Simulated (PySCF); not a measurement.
# ClFH2O, a complex of two parts: interaction energy, part 2 of 3

PySCF 2.14.0. Atoms count from 0, parts from 1.

### 5 Coupled-cluster interaction energy: CCSD(T) and MP2, 2.66 Å

What the job is given:

```
{"job": {"kind": "intercc", "basis": "aug-cc-pVDZ", "basis_mid": "aug-cc-pVTZ", "basis_large": "aug-cc-pVQZ"}, "charge": 0, "multiplicity": 1, "parts": [{"atoms": "0-1", "charge": 0, "multiplicity": 1}, {"atoms": "2-4", "charge": 0, "multiplicity": 1}]}
Cl     0.808943     0.394836    -0.440232
F     -0.520588    -0.219423     0.313723
O      2.946591     1.371066    -1.683174
H      3.661981     0.763975    -1.469643
H      2.754193     1.223983    -2.614539
```

With the program's defaults for keys left out, this is: CCSD(T)/aug-cc-pVDZ and MP2/aug-cc-pVTZ, aug-cc-pVQZ counterpoise interaction energy, frozen core, gas phase.

Output:

```text
part 1, own basis, geometry of the cluster: E = -558.9029891234 (as before)

part 2, own basis, geometry of the cluster
final grid: 21952 points
cycle   1  E = -76.0244064532  dE = -1.524e-01  |g| = 4.357e-01  |ddm| = 2.786e+00
cycle   2  E = -76.0496789069  dE = -2.527e-02  |g| = 2.608e-01  |ddm| = 7.436e-01
cycle   3  E = -76.0600889020  dE = -1.041e-02  |g| = 2.574e-02  |ddm| = 2.810e-01
cycle   4  E = -76.0602413445  dE = -1.524e-04  |g| = 5.733e-03  |ddm| = 3.223e-02
cycle   5  E = -76.0602555803  dE = -1.424e-05  |g| = 1.207e-03  |ddm| = 1.042e-02
cycle   6  E = -76.0602565038  dE = -9.236e-07  |g| = 2.273e-04  |ddm| = 2.708e-03
cycle   7  E = -76.0602565416  dE = -3.775e-08  |g| = 3.559e-05  |ddm| = 7.321e-04
cycle   8  E = -76.0602565424  dE = -7.819e-10  |g| = 4.322e-06  |ddm| = 1.046e-04
converged SCF energy = -76.0602565424

part 1, own basis, relaxed alone: E = -558.9045096932 (as before)

part 2, own basis, relaxed alone: E = -76.0604054083 (as before)

cluster
final grid: 5040 points
cycle   1  E = -634.9674642702  dE = -4.303e-03  |g| = 2.889e-02  |ddm| = 3.331e-01
cycle   2  E = -634.9679026717  dE = -4.384e-04  |g| = 1.270e-02  |ddm| = 6.893e-02
cycle   3  E = -634.9679727587  dE = -7.009e-05  |g| = 8.089e-03  |ddm| = 2.406e-02
cycle   4  E = -634.9679967969  dE = -2.404e-05  |g| = 1.545e-03  |ddm| = 1.563e-02
cycle   5  E = -634.9679985309  dE = -1.734e-06  |g| = 5.819e-04  |ddm| = 4.205e-03
cycle   6  E = -634.9679987253  dE = -1.944e-07  |g| = 2.029e-04  |ddm| = 1.467e-03
cycle   7  E = -634.9679987460  dE = -2.074e-08  |g| = 7.565e-05  |ddm| = 4.522e-04
cycle   8  E = -634.9679987495  dE = -3.508e-09  |g| = 2.262e-05  |ddm| = 2.024e-04
cycle   9  E = -634.9679987500  dE = -5.302e-10  |g| = 1.051e-05  |ddm| = 7.677e-05
converged SCF energy = -634.9679987500

part 1 in the basis of the cluster
final grid: 5040 points
cycle   1  E = -558.9030996151  dE = -1.088e-04  |g| = 1.779e-03  |ddm| = 1.533e-01
cycle   2  E = -558.9031008221  dE = -1.207e-06  |g| = 2.281e-04  |ddm| = 1.391e-02
cycle   3  E = -558.9031008460  dE = -2.386e-08  |g| = 4.799e-05  |ddm| = 1.896e-03
cycle   4  E = -558.9031008464  dE = -4.241e-10  |g| = 2.133e-05  |ddm| = 9.358e-05
converged SCF energy = -558.9031008464

part 2 in the basis of the cluster
final grid: 5040 points
cycle   1  E = -76.0603257131  dE = -7.009e-05  |g| = 1.964e-03  |ddm| = 1.890e-01
cycle   2  E = -76.0603269035  dE = -1.190e-06  |g| = 2.791e-04  |ddm| = 2.312e-02
cycle   3  E = -76.0603269354  dE = -3.186e-08  |g| = 2.935e-05  |ddm| = 3.750e-03
cycle   4  E = -76.0603269358  dE = -3.988e-10  |g| = 1.306e-05  |ddm| = 1.959e-04
converged SCF energy = -76.0603269358

Interaction energy (kcal/mol)
  counterpoise       -4.927
  uncorrected        -5.350
  dispersion part     0.000
  deformation        -0.080
  binding            -5.007

Decomposition of the uncorrected value (kcal/mol)
  electrostatic      -8.043
  Pauli               8.097
  orbital            -3.035
  dispersion          0.000
  correlation        -2.368

Charge of each part in the cluster: -0.019 0.019
part 1, own basis, geometry of the cluster: E = -558.9146401934 (as before)

part 2, own basis, geometry of the cluster
final grid: 21952 points
cycle   1  E = -76.0293741674  dE = -1.530e-01  |g| = 4.402e-01  |ddm| = 2.943e+00
cycle   2  E = -76.0548450602  dE = -2.547e-02  |g| = 2.637e-01  |ddm| = 6.929e-01
cycle   3  E = -76.0654441256  dE = -1.060e-02  |g| = 2.627e-02  |ddm| = 2.806e-01
cycle   4  E = -76.0655986810  dE = -1.546e-04  |g| = 5.924e-03  |ddm| = 3.206e-02
cycle   5  E = -76.0656133707  dE = -1.469e-05  |g| = 1.261e-03  |ddm| = 1.062e-02
cycle   6  E = -76.0656143592  dE = -9.886e-07  |g| = 2.442e-04  |ddm| = 2.728e-03
cycle   7  E = -76.0656144023  dE = -4.307e-08  |g| = 3.953e-05  |ddm| = 7.272e-04
cycle   8  E = -76.0656144033  dE = -9.883e-10  |g| = 5.100e-06  |ddm| = 1.195e-04
converged SCF energy = -76.0656144033

part 1, own basis, relaxed alone: E = -558.9162975511 (as before)

part 2, own basis, relaxed alone: E = -76.0657738260 (as before)

cluster
final grid: 5040 points
cycle   1  E = -634.9844290236  dE = -4.312e-03  |g| = 2.979e-02  |ddm| = 3.099e-01
cycle   2  E = -634.9848824670  dE = -4.534e-04  |g| = 1.291e-02  |ddm| = 6.253e-02
cycle   3  E = -634.9849550626  dE = -7.260e-05  |g| = 8.261e-03  |ddm| = 2.298e-02
cycle   4  E = -634.9849796720  dE = -2.461e-05  |g| = 1.599e-03  |ddm| = 1.490e-02
cycle   5  E = -634.9849815123  dE = -1.840e-06  |g| = 6.233e-04  |ddm| = 4.406e-03
cycle   6  E = -634.9849817338  dE = -2.215e-07  |g| = 2.098e-04  |ddm| = 1.577e-03
cycle   7  E = -634.9849817561  dE = -2.223e-08  |g| = 8.005e-05  |ddm| = 4.747e-04
cycle   8  E = -634.9849817598  dE = -3.728e-09  |g| = 2.384e-05  |ddm| = 2.220e-04
cycle   9  E = -634.9849817603  dE = -5.323e-10  |g| = 1.083e-05  |ddm| = 8.155e-05
converged SCF energy = -634.9849817603

part 1 in the basis of the cluster
final grid: 5040 points
cycle   1  E = -558.9146840692  dE = -4.211e-05  |g| = 1.104e-03  |ddm| = 1.767e-01
cycle   2  E = -558.9146845286  dE = -4.594e-07  |g| = 1.347e-04  |ddm| = 1.517e-02
cycle   3  E = -558.9146845370  dE = -8.428e-09  |g| = 2.247e-05  |ddm| = 1.890e-03
cycle   4  E = -558.9146845371  dE = -8.481e-11  |g| = 1.103e-05  |ddm| = 6.442e-05
converged SCF energy = -558.9146845371

part 2 in the basis of the cluster
final grid: 5040 points
cycle   1  E = -76.0656378409  dE = -2.345e-05  |g| = 9.638e-04  |ddm| = 1.934e-01
cycle   2  E = -76.0656381375  dE = -2.966e-07  |g| = 1.260e-04  |ddm| = 2.144e-02
cycle   3  E = -76.0656381450  dE = -7.523e-09  |g| = 1.321e-05  |ddm| = 3.295e-03
cycle   4  E = -76.0656381451  dE = -9.516e-11  |g| = 4.264e-06  |ddm| = 1.962e-04
converged SCF energy = -76.0656381451

Interaction energy (kcal/mol)
  counterpoise       -5.197
  uncorrected        -5.415
  dispersion part     0.000
  deformation         0.084
  binding            -5.113

Decomposition of the uncorrected value (kcal/mol)
  electrostatic      -8.067
  Pauli               8.155
  orbital            -3.053
  dispersion          0.000
  correlation        -2.450

Charge of each part in the cluster: -0.019 0.019
part 1 in the basis of the cluster: E(HF) = -558.860482334  E2 = -0.359000065  E(CCSD corr) = -0.374404809  (T) = -0.010633111
part 2 in the basis of the cluster: E(HF) = -76.041295562  E2 = -0.220104762  E(CCSD corr) = -0.227838039  (T) = -0.005307997
cluster: E(HF) = -634.906700934  E2 = -0.581491179  E(CCSD corr) = -0.603536207  (T) = -0.016445057

Counterpoise interaction energy (kcal/mol)
  hf_small                  -3.089
  mp2_small                 -4.587
  ccsd_small                -3.901
  ccsdt_small               -4.217
  hf_large                  -2.924
  mp2_large                 -5.197
  hf_middle                 -2.868
  mp2_middle                -4.927
  scs_mp2_large             -4.475
  mp2_limit                 -5.353
  ccsdt_less_mp2             0.370
  ccsdt_limit_estimate      -4.984
  bsse_mp2_large             0.218
```

Run time: 1.7 min. Hardware: 1 thread of Arm Neoverse N1, shared host; peak memory 0.96 GiB.

Contacts at this geometry (a selection, picked against the atoms' radii; other short pairs can be missing):

| atoms | distance (Å) | kind (by distance and angle) | angle (°) |
| --- | --- | --- | --- |
| Cl0···O2 | 2.66 | halogen bond | 179 |

Differences are taken before rounding.

| method | interaction energy (kcal/mol) | from CCSD(T), limit estimate (kcal/mol) |
| --- | --- | --- |
| HF/aug-cc-pVDZ | -3.09 | +1.89 |
| MP2/aug-cc-pVDZ | -4.59 | +0.40 |
| CCSD/aug-cc-pVDZ | -3.90 | +1.08 |
| CCSD(T)/aug-cc-pVDZ | -4.22 | +0.77 |
| HF/aug-cc-pVQZ | -2.92 | +2.06 |
| MP2/aug-cc-pVQZ | -5.20 | -0.21 |
| SCS-MP2/aug-cc-pVQZ | -4.47 | +0.51 |
| MP2, extrapolated | -5.35 | -0.37 |
| CCSD(T), limit estimate | -4.98 | 0 |

These energies keep the parts at their geometry in the cluster; deforming them to it costs 0.08 kcal/mol (MP2).

### 6 Coupled-cluster interaction energy: CCSD(T) and MP2, 2.30 Å

The job, as its differences from that of step 5:

```diff
@@ -3,4 +3,4 @@
 F     -0.520588    -0.219423     0.313723
-O      2.946591     1.371066    -1.683174
-H      3.661981     0.763975    -1.469643
-H      2.754193     1.223983    -2.614539
+O      2.655093     1.237944    -1.513682
+H      3.370483     0.630853    -1.300151
+H      2.462695     1.090861    -2.445047
```

With the program's defaults for keys left out, this is: CCSD(T)/aug-cc-pVDZ and MP2/aug-cc-pVTZ, aug-cc-pVQZ counterpoise interaction energy, frozen core, gas phase.

Output:

```text
part 1, own basis, geometry of the cluster: E = -558.9029891234 (as before)

part 2, own basis, geometry of the cluster: E = -76.0602565424 (as before)

part 1, own basis, relaxed alone: E = -558.9045096932 (as before)

part 2, own basis, relaxed alone: E = -76.0604054083 (as before)

cluster
final grid: 5040 points
cycle   1  E = -634.9604696699  dE = -1.460e-02  |g| = 5.695e-02  |ddm| = 5.603e-01
cycle   2  E = -634.9621832524  dE = -1.714e-03  |g| = 2.480e-02  |ddm| = 1.286e-01
cycle   3  E = -634.9624915745  dE = -3.083e-04  |g| = 1.658e-02  |ddm| = 5.352e-02
cycle   4  E = -634.9625989536  dE = -1.074e-04  |g| = 3.118e-03  |ddm| = 3.474e-02
cycle   5  E = -634.9626061106  dE = -7.157e-06  |g| = 1.459e-03  |ddm| = 9.311e-03
cycle   6  E = -634.9626068605  dE = -7.499e-07  |g| = 3.916e-04  |ddm| = 2.712e-03
cycle   7  E = -634.9626069553  dE = -9.484e-08  |g| = 1.101e-04  |ddm| = 1.033e-03
cycle   8  E = -634.9626069624  dE = -7.094e-09  |g| = 2.055e-05  |ddm| = 3.132e-04
cycle   9  E = -634.9626069627  dE = -2.916e-10  |g| = 6.705e-06  |ddm| = 5.812e-05
converged SCF energy = -634.9626069627

part 1 in the basis of the cluster
final grid: 5040 points
cycle   1  E = -558.9031674351  dE = -1.751e-04  |g| = 2.282e-03  |ddm| = 2.105e-01
cycle   2  E = -558.9031691912  dE = -1.756e-06  |g| = 2.822e-04  |ddm| = 2.131e-02
cycle   3  E = -558.9031692268  dE = -3.559e-08  |g| = 5.870e-05  |ddm| = 3.054e-03
cycle   4  E = -558.9031692274  dE = -5.949e-10  |g| = 2.630e-05  |ddm| = 1.486e-04
converged SCF energy = -558.9031692274

part 2 in the basis of the cluster
final grid: 5040 points
cycle   1  E = -76.0603412922  dE = -8.547e-05  |g| = 2.137e-03  |ddm| = 2.426e-01
cycle   2  E = -76.0603427525  dE = -1.460e-06  |g| = 3.107e-04  |ddm| = 2.932e-02
cycle   3  E = -76.0603427925  dE = -3.995e-08  |g| = 3.326e-05  |ddm| = 4.766e-03
cycle   4  E = -76.0603427929  dE = -4.806e-10  |g| = 1.578e-05  |ddm| = 2.063e-04
converged SCF energy = -76.0603427929

Interaction energy (kcal/mol)
  counterpoise       -3.740
  uncorrected        -4.451
  dispersion part     0.000
  deformation        -0.080
  binding            -3.820

Decomposition of the uncorrected value (kcal/mol)
  electrostatic     -20.056
  Pauli              30.959
  orbital           -10.501
  dispersion          0.000
  correlation        -4.853

Charge of each part in the cluster: -0.049 0.049
part 1, own basis, geometry of the cluster: E = -558.9146401934 (as before)

part 2, own basis, geometry of the cluster: E = -76.0656144033 (as before)

part 1, own basis, relaxed alone: E = -558.9162975511 (as before)

part 2, own basis, relaxed alone: E = -76.0657738260 (as before)

cluster
final grid: 5040 points
cycle   1  E = -634.9775978535  dE = -1.488e-02  |g| = 5.827e-02  |ddm| = 4.979e-01
cycle   2  E = -634.9793744509  dE = -1.777e-03  |g| = 2.521e-02  |ddm| = 1.146e-01
cycle   3  E = -634.9796944326  dE = -3.200e-04  |g| = 1.691e-02  |ddm| = 4.873e-02
cycle   4  E = -634.9798044005  dE = -1.100e-04  |g| = 3.214e-03  |ddm| = 3.367e-02
cycle   5  E = -634.9798119186  dE = -7.518e-06  |g| = 1.487e-03  |ddm| = 9.558e-03
cycle   6  E = -634.9798127237  dE = -8.050e-07  |g| = 4.247e-04  |ddm| = 2.902e-03
cycle   7  E = -634.9798128282  dE = -1.045e-07  |g| = 1.203e-04  |ddm| = 1.069e-03
cycle   8  E = -634.9798128365  dE = -8.344e-09  |g| = 2.295e-05  |ddm| = 3.702e-04
cycle   9  E = -634.9798128368  dE = -3.232e-10  |g| = 7.278e-06  |ddm| = 6.358e-05
converged SCF energy = -634.9798128368

part 1 in the basis of the cluster
final grid: 5040 points
cycle   1  E = -558.9147034766  dE = -5.991e-05  |g| = 1.337e-03  |ddm| = 2.260e-01
cycle   2  E = -558.9147041008  dE = -6.242e-07  |g| = 1.627e-04  |ddm| = 2.066e-02
cycle   3  E = -558.9147041128  dE = -1.204e-08  |g| = 2.300e-05  |ddm| = 2.748e-03
cycle   4  E = -558.9147041129  dE = -1.025e-10  |g| = 1.252e-05  |ddm| = 1.048e-04
converged SCF energy = -558.9147041129

part 2 in the basis of the cluster
final grid: 5040 points
cycle   1  E = -76.0656457016  dE = -3.112e-05  |g| = 1.171e-03  |ddm| = 2.704e-01
cycle   2  E = -76.0656460959  dE = -3.943e-07  |g| = 1.490e-04  |ddm| = 2.914e-02
cycle   3  E = -76.0656461054  dE = -9.410e-09  |g| = 1.393e-05  |ddm| = 4.195e-03
cycle   4  E = -76.0656461055  dE = -1.135e-10  |g| = 2.927e-06  |ddm| = 2.145e-04
converged SCF energy = -76.0656461055

Interaction energy (kcal/mol)
  counterpoise       -4.467
  uncorrected        -4.840
  dispersion part     0.000
  deformation         0.084
  binding            -4.383

Decomposition of the uncorrected value (kcal/mol)
  electrostatic     -20.003
  Pauli              31.007
  orbital           -10.725
  dispersion          0.000
  correlation        -5.120

Charge of each part in the cluster: -0.050 0.050
part 1 in the basis of the cluster: E(HF) = -558.860538478  E2 = -0.359373882  E(CCSD corr) = -0.374819973  (T) = -0.010682707
part 2 in the basis of the cluster: E(HF) = -76.041490085  E2 = -0.220407775  E(CCSD corr) = -0.228128590  (T) = -0.005354416
cluster: E(HF) = -634.901072654  E2 = -0.584527217  E(CCSD corr) = -0.605067900  (T) = -0.017060206

Counterpoise interaction energy (kcal/mol)
  hf_small                   0.600
  mp2_small                 -2.378
  ccsd_small                -0.730
  ccsdt_small               -1.372
  hf_large                   0.337
  mp2_large                 -4.467
  hf_middle                  0.568
  mp2_middle                -3.740
  scs_mp2_large             -2.975
  mp2_limit                 -4.829
  ccsdt_less_mp2             1.006
  ccsdt_limit_estimate      -3.823
  bsse_mp2_large             0.374
```

Run time: 99 s. Hardware: 1 thread of Arm Neoverse N1, shared host; peak memory 0.96 GiB.

Contacts at this geometry (a selection, picked against the atoms' radii; other short pairs can be missing):

| atoms | distance (Å) | kind (by distance and angle) | angle (°) |
| --- | --- | --- | --- |
| Cl0···O2 | 2.30 | halogen bond | 179 |

Differences are taken before rounding.

| method | interaction energy (kcal/mol) | from CCSD(T), limit estimate (kcal/mol) |
| --- | --- | --- |
| HF/aug-cc-pVDZ | 0.60 | +4.42 |
| MP2/aug-cc-pVDZ | -2.38 | +1.44 |
| CCSD/aug-cc-pVDZ | -0.73 | +3.09 |
| CCSD(T)/aug-cc-pVDZ | -1.37 | +2.45 |
| HF/aug-cc-pVQZ | 0.34 | +4.16 |
| MP2/aug-cc-pVQZ | -4.47 | -0.64 |
| SCS-MP2/aug-cc-pVQZ | -2.98 | +0.85 |
| MP2, extrapolated | -4.83 | -1.01 |
| CCSD(T), limit estimate | -3.82 | 0 |

These energies keep the parts at their geometry in the cluster; deforming them to it costs 0.08 kcal/mol (MP2).

### 7 Coupled-cluster interaction energy: CCSD(T) and MP2, 3.02 Å

The job, as its differences from that of step 6:

```diff
@@ -3,4 +3,4 @@
 F     -0.520588    -0.219423     0.313723
-O      2.655093     1.237944    -1.513682
-H      3.370483     0.630853    -1.300151
-H      2.462695     1.090861    -2.445047
+O      3.238088     1.504189    -1.852666
+H      3.953478     0.897098    -1.639135
+H      3.045690     1.357106    -2.784031
```

Method: CCSD(T)/aug-cc-pVDZ and MP2/aug-cc-pVTZ, aug-cc-pVQZ counterpoise interaction energy, frozen core, gas phase.

Output:

```text
part 1, own basis, geometry of the cluster: E = -558.9029891234 (as before)

part 2, own basis, geometry of the cluster: E = -76.0602565424 (as before)

part 1, own basis, relaxed alone: E = -558.9045096932 (as before)

part 2, own basis, relaxed alone: E = -76.0604054083 (as before)

cluster
final grid: 5040 points
cycle   1  E = -634.9676007559  dE = -1.483e-03  |g| = 1.690e-02  |ddm| = 2.210e-01
cycle   2  E = -634.9677315955  dE = -1.308e-04  |g| = 7.950e-03  |ddm| = 4.222e-02
cycle   3  E = -634.9677524100  dE = -2.081e-05  |g| = 4.300e-03  |ddm| = 1.263e-02
cycle   4  E = -634.9677594964  dE = -7.086e-06  |g| = 8.888e-04  |ddm| = 8.476e-03
cycle   5  E = -634.9677600717  dE = -5.754e-07  |g| = 3.189e-04  |ddm| = 2.303e-03
cycle   6  E = -634.9677601491  dE = -7.738e-08  |g| = 8.863e-05  |ddm| = 9.660e-04
cycle   7  E = -634.9677601565  dE = -7.402e-09  |g| = 3.454e-05  |ddm| = 2.919e-04
cycle   8  E = -634.9677601579  dE = -1.378e-09  |g| = 1.621e-05  |ddm| = 1.305e-04
cycle   9  E = -634.9677601582  dE = -3.408e-10  |g| = 8.431e-06  |ddm| = 6.715e-05
converged SCF energy = -634.9677601582

part 1 in the basis of the cluster
final grid: 5040 points
cycle   1  E = -558.9030700553  dE = -8.008e-05  |g| = 1.516e-03  |ddm| = 1.057e-01
cycle   2  E = -558.9030709503  dE = -8.950e-07  |g| = 1.946e-04  |ddm| = 1.009e-02
cycle   3  E = -558.9030709671  dE = -1.674e-08  |g| = 4.041e-05  |ddm| = 1.415e-03
cycle   4  E = -558.9030709673  dE = -2.816e-10  |g| = 1.709e-05  |ddm| = 6.812e-05
converged SCF energy = -558.9030709673

part 2 in the basis of the cluster
final grid: 5040 points
cycle   1  E = -76.0603076857  dE = -5.187e-05  |g| = 1.556e-03  |ddm| = 1.440e-01
cycle   2  E = -76.0603084384  dE = -7.527e-07  |g| = 2.106e-04  |ddm| = 1.599e-02
cycle   3  E = -76.0603084571  dE = -1.874e-08  |g| = 2.587e-05  |ddm| = 2.462e-03
cycle   4  E = -76.0603084574  dE = -2.579e-10  |g| = 1.328e-05  |ddm| = 1.569e-04
converged SCF energy = -76.0603084574

Interaction energy (kcal/mol)
  counterpoise       -3.717
  uncorrected        -3.981
  dispersion part     0.000
  deformation        -0.080
  binding            -3.798

Decomposition of the uncorrected value (kcal/mol)
  electrostatic      -3.904
  Pauli               2.101
  orbital            -1.030
  dispersion          0.000
  correlation        -1.148

Charge of each part in the cluster: -0.008 0.008
part 1, own basis, geometry of the cluster: E = -558.9146401934 (as before)

part 2, own basis, geometry of the cluster: E = -76.0656144033 (as before)

part 1, own basis, relaxed alone: E = -558.9162975511 (as before)

part 2, own basis, relaxed alone: E = -76.0657738260 (as before)

cluster
final grid: 5040 points
cycle   1  E = -634.9845196751  dE = -1.389e-03  |g| = 1.732e-02  |ddm| = 2.179e-01
cycle   2  E = -634.9846502613  dE = -1.306e-04  |g| = 8.053e-03  |ddm| = 3.911e-02
cycle   3  E = -634.9846713123  dE = -2.105e-05  |g| = 4.346e-03  |ddm| = 1.240e-02
cycle   4  E = -634.9846784825  dE = -7.170e-06  |g| = 9.202e-04  |ddm| = 7.812e-03
cycle   5  E = -634.9846790967  dE = -6.142e-07  |g| = 3.417e-04  |ddm| = 2.413e-03
cycle   6  E = -634.9846791813  dE = -8.461e-08  |g| = 9.275e-05  |ddm| = 1.019e-03
cycle   7  E = -634.9846791892  dE = -7.858e-09  |g| = 3.605e-05  |ddm| = 3.148e-04
cycle   8  E = -634.9846791906  dE = -1.444e-09  |g| = 1.647e-05  |ddm| = 1.469e-04
cycle   9  E = -634.9846791909  dE = -3.487e-10  |g| = 8.665e-06  |ddm| = 7.024e-05
converged SCF energy = -634.9846791909

part 1 in the basis of the cluster
final grid: 5040 points
cycle   1  E = -558.9146724630  dE = -3.142e-05  |g| = 9.305e-04  |ddm| = 1.400e-01
cycle   2  E = -558.9146728040  dE = -3.410e-07  |g| = 1.132e-04  |ddm| = 1.132e-02
cycle   3  E = -558.9146728100  dE = -5.974e-09  |g| = 2.068e-05  |ddm| = 1.355e-03
cycle   4  E = -558.9146728100  dE = -6.548e-11  |g| = 9.153e-06  |ddm| = 4.456e-05
converged SCF energy = -558.9146728100

part 2 in the basis of the cluster
final grid: 5040 points
cycle   1  E = -76.0656294751  dE = -1.507e-05  |g| = 7.979e-04  |ddm| = 1.479e-01
cycle   2  E = -76.0656297101  dE = -2.350e-07  |g| = 1.159e-04  |ddm| = 1.762e-02
cycle   3  E = -76.0656297166  dE = -6.438e-09  |g| = 1.115e-05  |ddm| = 2.859e-03
cycle   4  E = -76.0656297166  dE = -6.156e-11  |g| = 4.319e-06  |ddm| = 1.222e-04
converged SCF energy = -76.0656297166

Interaction energy (kcal/mol)
  counterpoise       -3.808
  uncorrected        -3.931
  dispersion part     0.000
  deformation         0.084
  binding            -3.724

Decomposition of the uncorrected value (kcal/mol)
  electrostatic      -3.908
  Pauli               2.104
  orbital            -0.971
  dispersion          0.000
  correlation        -1.155

Charge of each part in the cluster: -0.008 0.008
part 1 in the basis of the cluster: E(HF) = -558.860356263  E2 = -0.358842311  E(CCSD corr) = -0.374237356  (T) = -0.010610353
part 2 in the basis of the cluster: E(HF) = -76.041191010  E2 = -0.219920162  E(CCSD corr) = -0.227660245  (T) = -0.005275603
cluster: E(HF) = -634.906154379  E2 = -0.579928098  E(CCSD corr) = -0.602601368  (T) = -0.016120747

Counterpoise interaction energy (kcal/mol)
  hf_small                  -2.891
  mp2_small                 -3.622
  ccsd_small                -3.333
  ccsdt_small               -3.480
  hf_large                  -2.746
  mp2_large                 -3.808
  hf_middle                 -2.749
  mp2_middle                -3.717
  scs_mp2_large             -3.456
  mp2_limit                 -3.876
  ccsdt_less_mp2             0.142
  ccsdt_limit_estimate      -3.733
  bsse_mp2_large             0.123
```

It took 1.7 min on 1 thread of Arm Neoverse N1, shared host; peak memory 0.96 GiB.

Contacts at this geometry (a selection, picked against the atoms' radii; other short pairs can be missing):

| atoms | distance (Å) | kind (by distance and angle) | angle (°) |
| --- | --- | --- | --- |
| Cl0···O2 | 3.02 | halogen bond | 179 |

Differences are taken before rounding.

| method | interaction energy (kcal/mol) | from CCSD(T), limit estimate (kcal/mol) |
| --- | --- | --- |
| HF/aug-cc-pVDZ | -2.89 | +0.84 |
| MP2/aug-cc-pVDZ | -3.62 | +0.11 |
| CCSD/aug-cc-pVDZ | -3.33 | +0.40 |
| CCSD(T)/aug-cc-pVDZ | -3.48 | +0.25 |
| HF/aug-cc-pVQZ | -2.75 | +0.99 |
| MP2/aug-cc-pVQZ | -3.81 | -0.07 |
| SCS-MP2/aug-cc-pVQZ | -3.46 | +0.28 |
| MP2, extrapolated | -3.88 | -0.14 |
| CCSD(T), limit estimate | -3.73 | 0 |

These energies keep the parts at their geometry in the cluster; deforming them to it costs 0.08 kcal/mol (MP2).

(Continued in part 3 of 3.)
